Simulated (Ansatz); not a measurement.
Molecular dynamics of AlFH$_{2}$

Input:

```yaml
crystal:
  periodic: [false, false, false]
  atoms:
    - { symbol: Al, position_ang: [-0.001172, 6.4e-05, -0.032363] }
    - { symbol: F, position_ang: [-0.00324, 0.000147, 1.680679] }
    - { symbol: H, position_ang: [1.424553, -0.00073, -0.824647] }
    - { symbol: H, position_ang: [-1.393657, -0.000766, -0.787484] }
basis:
  gaussian: { orbitals: "6-31G" }
hamiltonian:
  xc: lda
md:
  timestep: 0.5
  n_steps: 250
  ensemble: nve_milne
  temperature: 300.0
  initial_velocities: maxwell_boltzmann
  seed: 67703
  masses: [{ species: H, mass: 3.016 }]
```

Launched with:

```bash
$ ansatz run input.yaml --threads 1 --pin off --max-ram 2048MiB --backend cpu --events-out ev --progress --plain --runs-dir out
```

It goes on from the last frame of an earlier run, with new velocities.

Output, in part (one step line in 3, the closing report, with atoms numbered from 0):

```
md step     0: t =     0.00 fs  T =   300.0 K  F+E_penalty+E_count = -9299.13578341 eV  E_kin = 0.077556 eV  conserved = -9299.05822741 eV  (20 SCF iters)
md step     3: t =     1.50 fs  T =   254.4 K  F+E_penalty+E_count = -9299.12399662 eV  E_kin = 0.065772 eV  conserved = -9299.05822434 eV  (18 SCF iters)
md step     6: t =     3.00 fs  T =   198.7 K  F+E_penalty+E_count = -9299.10959863 eV  E_kin = 0.051374 eV  conserved = -9299.05822431 eV  (18 SCF iters)
md step     9: t =     4.50 fs  T =   147.3 K  F+E_penalty+E_count = -9299.09629263 eV  E_kin = 0.038069 eV  conserved = -9299.05822402 eV  (19 SCF iters)
md step    12: t =     6.00 fs  T =   111.5 K  F+E_penalty+E_count = -9299.08704872 eV  E_kin = 0.028825 eV  conserved = -9299.05822397 eV  (19 SCF iters)
md step    15: t =     7.50 fs  T =    97.7 K  F+E_penalty+E_count = -9299.08349007 eV  E_kin = 0.025266 eV  conserved = -9299.05822392 eV  (19 SCF iters)
md step    18: t =     9.00 fs  T =   106.0 K  F+E_penalty+E_count = -9299.08563756 eV  E_kin = 0.027414 eV  conserved = -9299.05822385 eV  (16 SCF iters)
md step    21: t =    10.50 fs  T =   130.4 K  F+E_penalty+E_count = -9299.09194093 eV  E_kin = 0.033717 eV  conserved = -9299.05822378 eV  (18 SCF iters)
md step    24: t =    12.00 fs  T =   160.2 K  F+E_penalty+E_count = -9299.09963902 eV  E_kin = 0.041415 eV  conserved = -9299.05822384 eV  (18 SCF iters)
md step    27: t =    13.50 fs  T =   183.0 K  F+E_penalty+E_count = -9299.10554168 eV  E_kin = 0.047318 eV  conserved = -9299.05822379 eV  (19 SCF iters)
md step    30: t =    15.00 fs  T =   189.4 K  F+E_penalty+E_count = -9299.10719864 eV  E_kin = 0.048975 eV  conserved = -9299.05822400 eV  (19 SCF iters)
md step    33: t =    16.50 fs  T =   177.5 K  F+E_penalty+E_count = -9299.10409978 eV  E_kin = 0.045876 eV  conserved = -9299.05822390 eV  (19 SCF iters)
md step    36: t =    18.00 fs  T =   154.7 K  F+E_penalty+E_count = -9299.09822887 eV  E_kin = 0.040005 eV  conserved = -9299.05822391 eV  (16 SCF iters)
md step    39: t =    19.50 fs  T =   135.7 K  F+E_penalty+E_count = -9299.09330504 eV  E_kin = 0.035081 eV  conserved = -9299.05822404 eV  (16 SCF iters)
md step    42: t =    21.00 fs  T =   133.6 K  F+E_penalty+E_count = -9299.09275781 eV  E_kin = 0.034534 eV  conserved = -9299.05822408 eV  (16 SCF iters)
md step    45: t =    22.50 fs  T =   152.2 K  F+E_penalty+E_count = -9299.09756675 eV  E_kin = 0.039343 eV  conserved = -9299.05822405 eV  (16 SCF iters)
md step    48: t =    24.00 fs  T =   183.0 K  F+E_penalty+E_count = -9299.10553852 eV  E_kin = 0.047315 eV  conserved = -9299.05822399 eV  (16 SCF iters)
md step    51: t =    25.50 fs  T =   210.5 K  F+E_penalty+E_count = -9299.11263549 eV  E_kin = 0.054412 eV  conserved = -9299.05822391 eV  (19 SCF iters)
md step    54: t =    27.00 fs  T =   221.1 K  F+E_penalty+E_count = -9299.11537207 eV  E_kin = 0.057148 eV  conserved = -9299.05822387 eV  (19 SCF iters)
md step    57: t =    28.50 fs  T =   210.4 K  F+E_penalty+E_count = -9299.11262072 eV  E_kin = 0.054397 eV  conserved = -9299.05822387 eV  (19 SCF iters)
md step    60: t =    30.00 fs  T =   184.4 K  F+E_penalty+E_count = -9299.10588448 eV  E_kin = 0.047661 eV  conserved = -9299.05822373 eV  (19 SCF iters)
md step    63: t =    31.50 fs  T =   154.9 K  F+E_penalty+E_count = -9299.09825830 eV  E_kin = 0.040035 eV  conserved = -9299.05822371 eV  (19 SCF iters)
md step    66: t =    33.00 fs  T =   134.3 K  F+E_penalty+E_count = -9299.09293502 eV  E_kin = 0.034711 eV  conserved = -9299.05822367 eV  (16 SCF iters)
md step    69: t =    34.50 fs  T =   130.8 K  F+E_penalty+E_count = -9299.09203777 eV  E_kin = 0.033814 eV  conserved = -9299.05822368 eV  (15 SCF iters)
md step    72: t =    36.00 fs  T =   146.6 K  F+E_penalty+E_count = -9299.09611430 eV  E_kin = 0.037891 eV  conserved = -9299.05822366 eV  (16 SCF iters)
md step    75: t =    37.50 fs  T =   177.9 K  F+E_penalty+E_count = -9299.10421392 eV  E_kin = 0.045990 eV  conserved = -9299.05822365 eV  (19 SCF iters)
md step    78: t =    39.00 fs  T =   216.8 K  F+E_penalty+E_count = -9299.11427939 eV  E_kin = 0.056056 eV  conserved = -9299.05822357 eV  (19 SCF iters)
md step    81: t =    40.50 fs  T =   253.1 K  F+E_penalty+E_count = -9299.12364412 eV  E_kin = 0.065421 eV  conserved = -9299.05822355 eV  (19 SCF iters)
md step    84: t =    42.00 fs  T =   276.0 K  F+E_penalty+E_count = -9299.12958659 eV  E_kin = 0.071363 eV  conserved = -9299.05822340 eV  (19 SCF iters)
md step    87: t =    43.50 fs  T =   277.7 K  F+E_penalty+E_count = -9299.13000786 eV  E_kin = 0.071784 eV  conserved = -9299.05822355 eV  (19 SCF iters)
md step    90: t =    45.00 fs  T =   255.3 K  F+E_penalty+E_count = -9299.12422669 eV  E_kin = 0.066003 eV  conserved = -9299.05822358 eV  (19 SCF iters)
md step    93: t =    46.50 fs  T =   214.4 K  F+E_penalty+E_count = -9299.11364511 eV  E_kin = 0.055422 eV  conserved = -9299.05822345 eV  (19 SCF iters)
md step    96: t =    48.00 fs  T =   168.4 K  F+E_penalty+E_count = -9299.10175044 eV  E_kin = 0.043527 eV  conserved = -9299.05822352 eV  (16 SCF iters)
md step    99: t =    49.50 fs  T =   134.4 K  F+E_penalty+E_count = -9299.09297651 eV  E_kin = 0.034753 eV  conserved = -9299.05822370 eV  (16 SCF iters)
md step   102: t =    51.00 fs  T =   125.3 K  F+E_penalty+E_count = -9299.09062242 eV  E_kin = 0.032399 eV  conserved = -9299.05822368 eV  (16 SCF iters)
md step   105: t =    52.50 fs  T =   142.2 K  F+E_penalty+E_count = -9299.09499706 eV  E_kin = 0.036773 eV  conserved = -9299.05822366 eV  (18 SCF iters)
md step   108: t =    54.00 fs  T =   174.0 K  F+E_penalty+E_count = -9299.10320426 eV  E_kin = 0.044981 eV  conserved = -9299.05822365 eV  (18 SCF iters)
md step   111: t =    55.50 fs  T =   203.7 K  F+E_penalty+E_count = -9299.11089084 eV  E_kin = 0.052667 eV  conserved = -9299.05822359 eV  (18 SCF iters)
md step   114: t =    57.00 fs  T =   218.6 K  F+E_penalty+E_count = -9299.11472404 eV  E_kin = 0.056500 eV  conserved = -9299.05822379 eV  (19 SCF iters)
md step   117: t =    58.50 fs  T =   215.3 K  F+E_penalty+E_count = -9299.11389048 eV  E_kin = 0.055667 eV  conserved = -9299.05822370 eV  (19 SCF iters)
md step   120: t =    60.00 fs  T =   199.8 K  F+E_penalty+E_count = -9299.10986761 eV  E_kin = 0.051644 eV  conserved = -9299.05822354 eV  (19 SCF iters)
md step   123: t =    61.50 fs  T =   181.1 K  F+E_penalty+E_count = -9299.10502892 eV  E_kin = 0.046805 eV  conserved = -9299.05822350 eV  (19 SCF iters)
md step   126: t =    63.00 fs  T =   166.4 K  F+E_penalty+E_count = -9299.10123744 eV  E_kin = 0.043014 eV  conserved = -9299.05822342 eV  (16 SCF iters)
md step   129: t =    64.50 fs  T =   158.6 K  F+E_penalty+E_count = -9299.09921867 eV  E_kin = 0.040995 eV  conserved = -9299.05822333 eV  (16 SCF iters)
md step   132: t =    66.00 fs  T =   156.7 K  F+E_penalty+E_count = -9299.09873950 eV  E_kin = 0.040516 eV  conserved = -9299.05822331 eV  (16 SCF iters)
md step   135: t =    67.50 fs  T =   158.2 K  F+E_penalty+E_count = -9299.09912282 eV  E_kin = 0.040900 eV  conserved = -9299.05822327 eV  (16 SCF iters)
md step   138: t =    69.00 fs  T =   160.2 K  F+E_penalty+E_count = -9299.09964596 eV  E_kin = 0.041423 eV  conserved = -9299.05822324 eV  (19 SCF iters)
md step   141: t =    70.50 fs  T =   160.4 K  F+E_penalty+E_count = -9299.09969168 eV  E_kin = 0.041469 eV  conserved = -9299.05822310 eV  (18 SCF iters)
md step   144: t =    72.00 fs  T =   157.0 K  F+E_penalty+E_count = -9299.09880028 eV  E_kin = 0.040577 eV  conserved = -9299.05822319 eV  (19 SCF iters)
md step   147: t =    73.50 fs  T =   149.3 K  F+E_penalty+E_count = -9299.09681788 eV  E_kin = 0.038595 eV  conserved = -9299.05822314 eV  (16 SCF iters)
md step   150: t =    75.00 fs  T =   139.1 K  F+E_penalty+E_count = -9299.09417942 eV  E_kin = 0.035956 eV  conserved = -9299.05822310 eV  (16 SCF iters)
md step   153: t =    76.50 fs  T =   131.1 K  F+E_penalty+E_count = -9299.09211194 eV  E_kin = 0.033889 eV  conserved = -9299.05822309 eV  (16 SCF iters)
md step   156: t =    78.00 fs  T =   132.2 K  F+E_penalty+E_count = -9299.09240573 eV  E_kin = 0.034183 eV  conserved = -9299.05822313 eV  (16 SCF iters)
md step   159: t =    79.50 fs  T =   148.3 K  F+E_penalty+E_count = -9299.09656634 eV  E_kin = 0.038343 eV  conserved = -9299.05822317 eV  (16 SCF iters)
md step   162: t =    81.00 fs  T =   179.7 K  F+E_penalty+E_count = -9299.10467235 eV  E_kin = 0.046449 eV  conserved = -9299.05822337 eV  (16 SCF iters)
md step   165: t =    82.50 fs  T =   218.7 K  F+E_penalty+E_count = -9299.11475373 eV  E_kin = 0.056530 eV  conserved = -9299.05822336 eV  (19 SCF iters)
md step   168: t =    84.00 fs  T =   252.1 K  F+E_penalty+E_count = -9299.12339771 eV  E_kin = 0.065174 eV  conserved = -9299.05822335 eV  (21 SCF iters)
md step   171: t =    85.50 fs  T =   267.7 K  F+E_penalty+E_count = -9299.12743662 eV  E_kin = 0.069213 eV  conserved = -9299.05822328 eV  (18 SCF iters)
md step   174: t =    87.00 fs  T =   260.9 K  F+E_penalty+E_count = -9299.12567179 eV  E_kin = 0.067449 eV  conserved = -9299.05822329 eV  (18 SCF iters)
md step   177: t =    88.50 fs  T =   236.9 K  F+E_penalty+E_count = -9299.11946908 eV  E_kin = 0.061246 eV  conserved = -9299.05822330 eV  (18 SCF iters)
md step   180: t =    90.00 fs  T =   207.5 K  F+E_penalty+E_count = -9299.11187144 eV  E_kin = 0.053648 eV  conserved = -9299.05822316 eV  (18 SCF iters)
md step   183: t =    91.50 fs  T =   184.5 K  F+E_penalty+E_count = -9299.10591872 eV  E_kin = 0.047696 eV  conserved = -9299.05822312 eV  (19 SCF iters)
md step   186: t =    93.00 fs  T =   174.4 K  F+E_penalty+E_count = -9299.10330474 eV  E_kin = 0.045082 eV  conserved = -9299.05822280 eV  (19 SCF iters)
md step   189: t =    94.50 fs  T =   177.3 K  F+E_penalty+E_count = -9299.10405751 eV  E_kin = 0.045835 eV  conserved = -9299.05822273 eV  (19 SCF iters)
md step   192: t =    96.00 fs  T =   188.9 K  F+E_penalty+E_count = -9299.10706763 eV  E_kin = 0.048845 eV  conserved = -9299.05822265 eV  (19 SCF iters)
md step   195: t =    97.50 fs  T =   203.5 K  F+E_penalty+E_count = -9299.11082693 eV  E_kin = 0.052604 eV  conserved = -9299.05822259 eV  (19 SCF iters)
md step   198: t =    99.00 fs  T =   215.4 K  F+E_penalty+E_count = -9299.11390263 eV  E_kin = 0.055680 eV  conserved = -9299.05822253 eV  (19 SCF iters)
md step   201: t =   100.50 fs  T =   220.1 K  F+E_penalty+E_count = -9299.11513384 eV  E_kin = 0.056911 eV  conserved = -9299.05822247 eV  (18 SCF iters)
md step   204: t =   102.00 fs  T =   215.0 K  F+E_penalty+E_count = -9299.11379193 eV  E_kin = 0.055569 eV  conserved = -9299.05822268 eV  (18 SCF iters)
md step   207: t =   103.50 fs  T =   199.7 K  F+E_penalty+E_count = -9299.10985202 eV  E_kin = 0.051629 eV  conserved = -9299.05822266 eV  (19 SCF iters)
md step   210: t =   105.00 fs  T =   178.0 K  F+E_penalty+E_count = -9299.10424805 eV  E_kin = 0.046025 eV  conserved = -9299.05822268 eV  (16 SCF iters)
md step   213: t =   106.50 fs  T =   156.9 K  F+E_penalty+E_count = -9299.09877321 eV  E_kin = 0.040551 eV  conserved = -9299.05822261 eV  (16 SCF iters)
md step   216: t =   108.00 fs  T =   143.8 K  F+E_penalty+E_count = -9299.09538824 eV  E_kin = 0.037166 eV  conserved = -9299.05822262 eV  (16 SCF iters)
md step   219: t =   109.50 fs  T =   142.7 K  F+E_penalty+E_count = -9299.09512055 eV  E_kin = 0.036898 eV  conserved = -9299.05822259 eV  (15 SCF iters)
md step   222: t =   111.00 fs  T =   150.9 K  F+E_penalty+E_count = -9299.09723088 eV  E_kin = 0.039008 eV  conserved = -9299.05822266 eV  (15 SCF iters)
md step   225: t =   112.50 fs  T =   159.2 K  F+E_penalty+E_count = -9299.09938657 eV  E_kin = 0.041164 eV  conserved = -9299.05822256 eV  (15 SCF iters)
md step   228: t =   114.00 fs  T =   157.7 K  F+E_penalty+E_count = -9299.09898908 eV  E_kin = 0.040767 eV  conserved = -9299.05822257 eV  (15 SCF iters)
md step   231: t =   115.50 fs  T =   142.0 K  F+E_penalty+E_count = -9299.09492298 eV  E_kin = 0.036700 eV  conserved = -9299.05822255 eV  (18 SCF iters)
md step   234: t =   117.00 fs  T =   117.4 K  F+E_penalty+E_count = -9299.08856506 eV  E_kin = 0.030342 eV  conserved = -9299.05822257 eV  (18 SCF iters)
md step   237: t =   118.50 fs  T =    96.9 K  F+E_penalty+E_count = -9299.08327287 eV  E_kin = 0.025050 eV  conserved = -9299.05822260 eV  (18 SCF iters)
md step   240: t =   120.00 fs  T =    94.1 K  F+E_penalty+E_count = -9299.08256212 eV  E_kin = 0.024340 eV  conserved = -9299.05822251 eV  (16 SCF iters)
md step   243: t =   121.50 fs  T =   115.6 K  F+E_penalty+E_count = -9299.08810430 eV  E_kin = 0.029882 eV  conserved = -9299.05822249 eV  (19 SCF iters)
md step   246: t =   123.00 fs  T =   157.0 K  F+E_penalty+E_count = -9299.09881505 eV  E_kin = 0.040593 eV  conserved = -9299.05822242 eV  (19 SCF iters)
md step   249: t =   124.50 fs  T =   206.1 K  F+E_penalty+E_count = -9299.11149385 eV  E_kin = 0.053272 eV  conserved = -9299.05822234 eV  (19 SCF iters)
md step   250: t =   125.00 fs  T =   221.5 K  F+E_penalty+E_count = -9299.11549468 eV  E_kin = 0.057272 eV  conserved = -9299.05822232 eV  (21 SCF iters)
Total energy: -9299.11553650 eV, -341.7361927996 hartree
Atom 0 at     0.005529     0.010605    -0.049286 Å, force     0.586109    -0.100728     0.253541 eV/Å
Atom 1 at    -0.013849    -0.011644     1.668958 Å, force     0.122767     0.030581    -0.125078 eV/Å
Atom 2 at     1.511921    -0.007667    -0.749382 Å, force    -0.592133     0.038622     0.168000 eV/Å
Atom 3 at    -1.474145    -0.013853    -0.637524 Å, force    -0.116743     0.031524    -0.296463 eV/Å
Dipole moment:     0.004174     0.020969    -0.424238 e Å
```

All steps were run. The conserved energy stayed within 0.0018 meV per atom of its start (net change 0.0012 meV per atom), so the integration is sound. Over the second half the temperature averaged 0.57 of the 300 K drawn at the start: a run that starts near a minimum puts about half its kinetic energy into the potential. A run of 0.12 ps of so small a system gives no equilibrium averages. Limits of this set-up: no polarisation functions.

The same pairs are bonded in the first frame and the last. Pairs count as bonded within 1.25 times the sum of covalent radii (0.12 Å more for H–H).

Last frame:

```xyz
4
Properties=species:S:1:pos:R:3
Al 0.005 0.011 -0.049
F -0.014 -0.012 1.669
H 1.512 -0.008 -0.749
H -1.474 -0.014 -0.637
```

Time of the run: 100 s on 1 thread of Arm Neoverse V1, on a shared host, peak memory 0.071 GiB.
